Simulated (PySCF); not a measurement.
hydrogen chloride (ClH), SMILES Cl. Geometry optimised at PBE0-D3(BJ)/def2-TZVPD.

TDDFT-M06-2X/def2-TZVPD in PySCF puts the lowest singlet excitations at 7.61, 7.61, 9.66, 9.66, 9.84, 9.86 eV and the lowest triplet (TDA) at 7.13 eV.

Task: What are the lowest singlet roots from EOM-CCSD/aug-cc-pVDZ in PySCF? (The exact figures need the calculation; the answer reports its results.)

Result: 7.83, 7.83, 10.13, 10.13, 10.63, 10.63 eV; triplets 7.36, 7.36, 9.68 eV. S1 differs by 0.23 eV (second minus first; roots are paired by order, and the bases may differ).
